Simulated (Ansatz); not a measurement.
Ideal-gas functions of `OC(O)(O)S` at 600 K and 1 bar, from an Ansatz frequency run at PBE0-D4/def2-TZVP.

Molar mass 96.11 g/mol, point group C1 (symmetry number 1), electronic degeneracy 1, moments of inertia 91.791, 154.638, 158.683 u Å². Harmonic wavenumbers (cm⁻¹, unscaled): 209, 278, 293, 322, 383, 398, 442, 538, 562, 739, 871, 982, 1099, 1121, 1270, 1387, 1391, 2724, 3794, 3841, 3850.

Use S(trans) = R[1.5 ln M + 2.5 ln T − 1.1517]; rotational temperatures θ = 24.2544 K / I; S(rot) = R[ln(√π/σ · √(T³/θAθBθC)) + 1.5]; for each mode x = 1.438777 ν̃/T, S = R[x/(eˣ − 1) − ln(1 − e⁻ˣ)] and H = RT x/(eˣ − 1); 1 cm⁻¹ = 0.0119627 kJ/mol; R = 8.31446 J/(mol·K).

Problem. By hand: the entropy, in J/(mol·K).

Solution. Translation 180.3. Rotation: θ = 0.2642, 0.1568, 0.1528 K, giving 118.1. Vibration, mode by mode: 14.14, 11.84, 11.42, 10.67, 9.31, 9.01, 8.21, 6.75, 6.44, 4.57, 3.55, 2.88, 2.31, 2.22, 1.67, 1.34, 1.32, 0.09, 0.01, 0.01, 0.01, in all 107.8. Electronic 0.0. Sum 406.2 J/(mol·K).

Problem. By hand: H − E and G − E in kJ/mol, counted from the electronic energy.

Solution. Zero-point energy ½ × 26494 × 0.0119627 = 158.5; thermal vibration 36.3; translation, rotation and pV give 4 RT = 20.0. H − E = 214.8 kJ/mol, and G − E = 214.8 − 600 × 406.2/1000 = -28.9 kJ/mol.

Vibration gives 27 % of the entropy. The sum counts one conformer and one mirror image; others add a mixing term.
